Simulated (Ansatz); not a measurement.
This script drives the Ansatz DFT code, driven from Python.

Script `adiabatic_b2h4s.py`:
```python
'''How B2H4S relaxes after losing an electron.'''

import itertools

import ansatz as az
from ase.data import atomic_numbers, covalent_radii
import numpy as np

BASIS_SET = 'def2-SVP'
XC = 'r2scan'
NET_CHARGE = 1

geometry_ang = [
    ('B', (-1.2223, -0.1735, -0.4721)),
    ('S', (-0.4039, -0.7185, 1.0769)),
    ('B', (1.1956, 0.0687, 0.5379)),
    ('H', (-1.2077, -0.802, -1.4503)),
    ('H', (-1.8079, 0.9151, -0.5177)),
    ('H', (1.4762, 1.1954, 0.8605)),
    ('H', (2.0313, -0.5532, -0.0809)),
]
b2h4s = az.Crystal.molecule()
for symbol, xyz in geometry_ang:
    b2h4s = b2h4s.atom(symbol, xyz)

model = b2h4s.calculation().basis(gaussian=BASIS_SET).functional(XC)
symbols = [site.symbol for site in b2h4s.cartesian_sites]
start = np.array([site.position_ang for site in b2h4s.cartesian_sites], dtype=float)
rep = model.relax(force_tolerance=0.01, max_steps=100).run().report
end = np.array(rep['positions_ang'])

minimum = az.Crystal.molecule()
for symbol, place in zip(symbols, end):
    minimum = minimum.atom(symbol, place.tolist())
ion = (
    minimum.calculation()
    .basis(gaussian=BASIS_SET)
    .functional(XC)
    .charge(NET_CHARGE)
    .spin('collinear', total=1)
)
vertical = ion.run().report
settled = ion.relax(force_tolerance=0.01, max_steps=80).run().report
print(f'vertical ionisation energy   {vertical["free_energy_ev"] - rep["free_energy_ev"]:.3f} eV')
print(f'adiabatic, no zero point     {settled["free_energy_ev"] - rep["free_energy_ev"]:.3f} eV')
print(f'relaxation energy of the ion {vertical["free_energy_ev"] - settled["free_energy_ev"]:.3f} eV')
ionised = np.array(settled['positions_ang'])
# pairs closer than 1.2 times the sum of covalent radii, before or after
radius = [covalent_radii[atomic_numbers[s]] for s in symbols]
span = lambda where, i, j: np.linalg.norm(where[i] - where[j])
bonded = [(i, j) for i, j in itertools.combinations(range(len(symbols)), 2) if min(span(end, i, j), span(ionised, i, j)) < 1.2 * (radius[i] + radius[j])]
print('pair        before    after (A)')
for i, j in bonded:
    print(f'{symbols[i]}{i}-{symbols[j]}{j}'.ljust(10), f'{span(end, i, j):8.4f} {span(ionised, i, j):8.4f}')
```

It is started by `python adiabatic_b2h4s.py`. Estimate its wall time and peak memory on 1 thread of Arm Neoverse V2 (shared host).

It took about 2.1 min, with a peak of 0.25 GiB, for 3 runs of the engine.

```console
$ python adiabatic_b2h4s.py
vertical ionisation energy   10.853 eV
adiabatic, no zero point     10.047 eV
relaxation energy of the ion 0.806 eV
pair        before    after (A)
B0-S1        1.8073   1.8376
B0-H3        1.2025   1.2049
B0-H4        1.2035   1.2012
S1-B2        1.8073   1.8375
B2-H5        1.2035   1.2012
B2-H6        1.2025   1.2049
```

The energies are electronic: no zero-point or thermal terms, and the basis set is short of its limit. The product may relax into another structure. Each relaxation finds its nearest minimum, which needn't be the lowest.
